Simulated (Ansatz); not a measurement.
**AlP⁺, quartet: reading a ladder of total energies**

Geometry: a point of a stretch scan, not a stationary point.

```xyz
2

Al    0.0000    0.0000    0.0000
P     0.0000    0.0000    6.5570
```

Basis cc-pVDZ; Ansatz 0.2.0. Only valence electrons are correlated (noble-gas cores frozen), which leaves 7 electrons in 26 orbitals. R marks a restricted (for open shells ROHF) determinant, U an unrestricted one.

Full CI is exact within this basis and frozen core; it isn't the basis-set limit. The frozen core follows each run's orbitals, which can shift R against U totals by a few meV.

Runs differ by some tens of microhartree through their thresholds and, for an open shell, their frozen cores, so steps under 0.1 kcal/mol mean nothing.

```csv
level,total energy (hartree)
UHF,-582.377702
UMP2,-582.466239
UCCSD,-582.497474
UCCSD(T),-582.498493
UCCSDT,-582.498766
UCCSDT(Q),-582.498843
full CI,-582.498852
```

Question: What is the correlation energy at full CI, and what share of it do UMP2 and UCCSD recover?

Answer: E(corr) = -582.498852 − (-582.377702) = -0.121150 hartree = -3.297 eV. UMP2: -0.088537 / -0.121150 = 73.08 %. UCCSD: -0.119772 / -0.121150 = 98.86 %.

Question: By how many kcal/mol does UCCSD(T) miss full CI (1 hartree = 627.509 kcal/mol), and which steps make up the rest?

Answer: -582.498493 − (-582.498852) = 0.000359 hartree = 0.23 kcal/mol. Steps: UCCSDT − UCCSD(T) = -0.17, UCCSDT(Q) − UCCSDT = -0.05, full CI − UCCSDT(Q) = -0.01 kcal/mol. That is within 1 kcal/mol of the reference in this basis, which itself misses far more of the correlation at the basis-set limit.
